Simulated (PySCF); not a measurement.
This PySCF input asks for the NMR shieldings of [C₅H₅O]-; the geometry comes from PBE0-D3(BJ)/def2-SVP.

```python
import basis_set_exchange as bse
import numpy as np
from pyscf import gto, dft
from pyscf.prop import nmr

atoms = """
C     1.881806   -2.731406    0.728403
C     1.649989   -1.489018    0.605348
C     1.429110   -0.143234    0.652743
C     0.091977    0.464020    0.995822
C    -0.429658    0.824165   -0.358875
O    -0.460683    1.940694   -0.845581
H     1.755401   -3.514307   -0.025702
H     2.198888    0.558125    0.309052
H    -0.551628   -0.287431    1.482724
H     0.149140    1.371787    1.624550
H    -0.697037   -0.078678   -0.973563
"""
names = dict.fromkeys(["C", "O", "H"], "pcSseg-1")
basis = {el: gto.basis.parse(bse.get_basis(n, elements=[el], fmt="nwchem")) for el, n in names.items()}
mol = gto.M(atom=atoms, basis=basis, charge=-1, verbose=0)
mf = dft.RKS(mol, xc="PBE0")
mf.grids.level = 2
mf.grids.alignment = dft.numint.BLKSIZE   # the property module wants whole blocks of grid points
mf.conv_tol = 1e-9
mf.kernel()

calc = nmr.RKS(mf)   # GIAO
C = mf.mo_coeff
Co = C[:, mf.mo_occ > 0]
resp = mf.gen_response(singlet=True, hermi=2)
def vind(x):   # induced exchange potential for any number of trial vectors
    d = np.einsum("pi,xij,qj->xpq", C, 2 * x.reshape(-1, C.shape[1], Co.shape[1]), Co, optimize=True)
    return np.einsum("xpq,pi,qj->xij", resp(d - d.transpose(0, 2, 1)), C, Co, optimize=True).ravel()
mo1, _ = nmr.rhf.solve_mo1(calc, with_cphf=vind)
sigma = calc.kernel(mo1)
for i, s in enumerate(sigma):   # ppm
    w = np.linalg.eigvalsh((s + s.T) / 2)
    print("%2d %-2s iso %8.1f  s11 %8.1f  s22 %8.1f  s33 %8.1f" % (i, mol.atom_pure_symbol(i), w.mean(), *w))
```

**Question.** What are the results?

**Answer.** 
```
 0 C  iso     92.8  s11    -29.5  s22    143.4  s33    164.4
 1 C  iso     21.3  s11    -82.8  s22    -48.3  s33    194.9
 2 C  iso    154.3  s11    118.4  s22    150.2  s33    194.3
 3 C  iso    132.7  s11    113.0  s22    132.9  s33    152.1
 4 C  iso      4.6  s11    -93.5  s22     22.4  s33     84.8
 5 O  iso   -180.6  s11   -589.2  s22   -277.3  s33    324.7
 6 H  iso     26.4  s11     21.4  s22     26.9  s33     30.9
 7 H  iso     30.2  s11     24.0  s22     31.9  s33     34.6
 8 H  iso     29.1  s11     26.6  s22     28.1  s33     32.6
 9 H  iso     29.2  s11     25.6  s22     27.8  s33     34.1
10 H  iso     23.0  s11     20.4  s22     23.8  s33     24.8
```

These numbers come from an equivalent density-fitted implementation of the same equations, which agrees with the script to about 0.01 ppm for H and up to a few tenths of a ppm for heavy atoms, so last digits may differ.

Size and cost of the density-fitted run: 127 basis functions, 18 s wall time on 1 thread of an Arm Neoverse N1, shared host.
